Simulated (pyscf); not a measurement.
H₂Ga–AsH₂ (SMILES [GaH2][AsH2]) -> H₂Ga–AsH₂ (SMILES [GaH2][AsH2]) (concerted two-bond exchange; singlet surface; As–H, Ga–H broken, As–H, Ga–H formed). PySCF, gas phase, ωB97X-D3(BJ)/def2-SVP geometries. Correlated levels are frozen-core, on RHF or UHF. ΔMP2 is the change of the MP2 total energy from the triple- to the quadruple-zeta basis. Energies in kcal/mol from the reactant's lowest minimum found.

| level | barrier | reaction energy |
|---|---|---|
| ωB97X-D3(BJ)/def2-TZVP | ? | 0.0 |
| r²SCAN/def2-TZVP | 57.8 | 0.0 |
| B3LYP-D3(BJ)/def2-TZVP | 57.5 | 0.0 |
| PBE0-D3(BJ)/def2-TZVP | 59.1 | 0.0 |
| M06-2X/def2-TZVP | 59.3 | 0.0 |
| MP2/def2-QZVPP | 64.7 | 0.0 |
| CCSD(T)/def2-TZVPP + ΔMP2(QZVPP) | ? | 0.0 |

Q: Complete the blanks.

A: 
- ωB97X-D3(BJ)/def2-TZVP, barrier: 61.4
- CCSD(T)/def2-TZVPP + ΔMP2(QZVPP), barrier: 59.8

The same reactants have a lower exit, to HGa=AsH + H₂ (barrier +53.2 kcal/mol at ωB97M-D3(BJ)/def2-TZVP, against +59.5 kcal/mol here). This is the saddle that the search found; another between the same sides may lie lower. A restricted solution here is unstable towards spin polarisation, so biradical character is likely and single-reference numbers are less safe. The CCSD(T) − MP2 part came from Ansatz, without density fitting, on the same reference. The frozen core leaves the outer d or s,p core shells of the metals and heavy elements correlated in the MP2 and CC values, and def2-TZVPP describes them poorly, which can shift differences by a few kcal/mol. Elements up to Kr have no core potential and no relativistic terms here.
